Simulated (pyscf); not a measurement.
6 gas-phase steps of one pattern: four-centre exchange on the singlet surface, B–F/Cl/Br/I, H–N broken and B–N, F/Cl/Br/I–H formed. Single points on ωB97X-D3(BJ)/def2-SVP structures (PySCF, gas phase). Electronic energies in kcal/mol, between the relaxed ends of the descent from the saddle (adducts or complexes of the species named), with the reactant end as zero; ΔE‡ and ΔE at ωB97X-D3(BJ)/def2-TZVP. Rows were drawn at random from the steps of this pattern with a verified saddle, stable references and a bound adduct at one end at least.

```
row                                      step     ΔE   ΔE‡
---  ----------------------------------------  -----  ----
1    H₂N–B(Cl)–Cl + NH₃ → H₂N–B(NH₂)–Cl + HCl   +5.2  20.5
2     HO–B(Cl)–Cl + NH₃ -> H₂N–B(OH)–Cl + HCl   +7.4  23.2
3      Cl–B(Cl)–Cl + NH₃ → HCl + H₂N–B(Cl)–Cl  +12.4     ?
4                H₂B–Cl + NH₃ → H₂B–NH₂ + HCl  +14.0  30.6
5                  H₂B–F + NH₃ → H₂B–NH₂ + HF  +17.7  31.6
6            F–B(F)–F + NH₃ → HF + H₂N–B(F)–F  +24.5  37.9
```

Task: Fit ΔE‡ = a + b·ΔE to the other rows and predict row 3.

Result: Over the 5 complete rows the means are +13.8 (ΔE) and 28.8 (ΔE‡); least squares gives b = 0.88 and a = 16.7 kcal/mol, with residuals of 0.9 kcal/mol (root mean square; largest 1.6, row 4). For row 3: 16.7 + 0.88 × (+12.4) = 27.6 kcal/mol. The computed barrier is 32.0 kcal/mol, 4.4 over the line. The line follows these rows closely. A slope of 0.88 suggests late, product-like saddles. Each barrier is that of the saddle found.
